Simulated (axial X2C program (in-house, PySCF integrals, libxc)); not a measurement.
**NH at several levels of theory**

Calculated with an in-house relativistic program for diatomic molecules. Spin-free means the one-electron spin-free X2C Hamiltonian; two-component (2c) means X2C with spin–orbit coupling and atomic mean-field two-electron Coulomb and Gaunt terms, so the difference of the two also holds small scalar two-electron terms. Basis: N dyall-av3z [7s7p3d2f], H dyall-v3z [6s2p1d] (cores contracted in-house); Gaussian nuclei, density fitting, unrestricted open shells. Masses: N 14.003 u, H 1.008 u.

Input file and command:
```json
{
 "zs": [
  7,
  1
 ],
 "q": 0,
 "bas": [
  "dyall-av3z",
  "dyall-v3z"
 ],
 "levels": [
  "PBE0",
  "HF",
  "BLYP"
 ],
 "cc": true,
 "r0": 1.03,
 "thr": -2.0,
 "nmax": 90,
 "npts": 10,
 "nst": 2,
 "ntry": 6
}
```
```bash
python so2c.py task.json out
```

Keys: zs atomic numbers; q charge; bas basis sets; levels methods; cc coupled cluster on or off; r0 starting distance in Å; thr threshold in hartree for freezing inner shells (an s shell follows its p shell); nmax most natural virtual spinors; npts points on the curve; nst determinants followed; ntry starts of the search. HF also brings MP2.

State, spin-free: M_S = 1, Λ = 0 (beyond evenly filled blocks: π+α, π-α); electrons by block: σα: 3, σβ: 3, π+α: 1, π-α: 1. Fragments: N + H.

State, 2c: Ω = 1 (⟨Sz⟩ = 1.00, ⟨Lz⟩ = 0.00 at PBE0); electrons by block: 1/2: 3, -1/2: 4, 3/2: 1. Fragments: N + H.

| Hamiltonian | level | Re (Å) | ωe (cm⁻¹) | αe (cm⁻¹) | De (eV) | D0 (eV) | k (mdyn/Å) | μ (D) |
| --- | --- | --- | --- | --- | --- | --- | --- | --- |
| 2c | PBE0 | 1.038 | 3312.8 | 0.602 | 3.69 | 3.49 | 6.08 | 1.53 |
| 2c | HF | 1.020 | 3510.1 | 0.596 | 2.22 | 2.00 | 6.82 | 1.64 |
| 2c | MP2 | 1.032 | 3392.5 | 0.587 | 3.34 | 3.14 | 6.38 | n/a |
| 2c | CCSD | 1.038 | 3292.9 | 0.637 | 3.44 | 3.24 | 6.01 | n/a |
| 2c | CCSD(T) | 1.040 | 3263.8 | 0.645 | 3.48 | 3.28 | 5.9 | n/a |
| 2c | BLYP | 1.051 | 3136.5 | 0.639 | 3.88 | 3.68 | 5.45 | 1.47 |

Spin-free values that have a 2c row agree with it to the digits that matter (0.001 Å, 0.01 eV) and are not repeated.

Correlated methods: 6 electrons correlated (number of frozen shells: N 1 s; H none), 130 virtual spin orbitals or spinors in MP2, 70 natural virtuals in coupled cluster.

Dipoles are positive if H is the positive end.

The state is a single determinant with fixed occupations, the lowest that a limited PBE0 search found. De is counted from the lowest determinant-based energies of the atoms at the same level, without counterpoise correction. Density functionals use the spin component along the axis (collinear). Coupled cluster ran in a truncated set of natural virtual spinors; the MP2 energy of the rest was added. (T) has no such correction and the atoms are truncated less, which lowers De at CCSD(T) by a hundredth of an eV or more. With several unpaired electrons one determinant need not be a pure state. Open-shell Ω = 0 determinants with evenly filled partner blocks cannot be reached by this program, so the Ω shown need not be the lowest component. This is the Ω = 1 component of a π² triplet; the 0⁺ component is not one determinant and can lie lowest.

Rough cost a point (2c) on 1 thread(s) of a shared host, integrals apart: PBE0 0.12 s, CCSD(T) 0.9 s, BLYP 0.12 s.

The whole task took 24 s on 1 thread of Intel(R) Xeon(R) 6975P-C (Granite Rapids), on a shared host.
